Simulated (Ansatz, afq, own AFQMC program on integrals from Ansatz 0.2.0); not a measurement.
AlSiH, triplet: AFQMC among the cluster methods

```xyz
3

Si    0.0000    0.0000    4.2378
Al    0.0000    0.0000   -0.4968
H     0.0000    0.0000   -3.7409
```

Connectivity, by distances: Si ··· Al ··· H.

Basis 6-31G. Noble-gas cores (and the filled d shells of Ga–Kr and In–Xe) are frozen. Integrals, coupled cluster, full CI and functionals: Ansatz 0.2.0; the random walks run on the same integrals in our own AFQMC program. The CISD trial takes its coefficients from CCSD amplitudes. Released means that phaseless walkers are propagated on without the constraint, phases kept. ± is one standard error of the sampling.

Determinant: ROHF, the one that the program's search chose, which needn't be the lowest solution. The geometry is a point of a scan.

Full CI on the same integrals is exact in this basis and with this determinant's frozen core.

Cautions: lower spins were not checked; a spin-contaminated unrestricted determinant lies lower (UHF 1.11 eV lower, ⟨S²⟩ 2.87); strong correlation (T1 0.062, weight of the determinant 0.75, largest double 0.26); the released energies are still falling, so no released level is given (meV from the phaseless value at times in 1/Eh: -0.3 ± 2.4 at 0.24, -4.5 ± 2.3 at 0.51, -11 ± 3 at 0.99, -17 ± 3 at 1.62, -24.2 ± 2.4 at 2.40).

* T1 diagnostic: 0.0617
* weight of the determinant in the CISD state: 0.750
* size of the correlated space: 8 electrons in 18 orbitals

```json
{"level": "MP2", "correlation energy (eV)": "-1.6263"}
{"level": "CCSD", "correlation energy (eV)": "-2.9049"}
{"level": "CCSD(T)", "correlation energy (eV)": "-2.9526"}
```

Problem. Estimate where phaseless AFQMC with a CISD trial lies against CCSD(T) on the same integrals.

Solution. 3.8 ± 0.2 kJ/mol above CCSD(T).

Reference: full CI, correlation energy -2.969 eV.

```tsv
level	E − E(reference) (kJ/mol)	share of correlation (%)
CCSD(T)	1.6	99.45
CCSDT	0.4	99.86
CCSDT(Q)	0.2	99.93
CCSDTQ	0.0	99.99
ph-AFQMC/CISD	5.4 ± 0.2	98.12
```

CCSDT and higher add their correlation energy to the determinant of the CCSD(T) run, since their own runs factorise the integrals more tightly (a shift of under 2 meV). A walk keeps the symmetry of its determinant, which the program's search chose and which needn't be the lowest solution, so a lower state of the same spin and another symmetry isn't excluded.
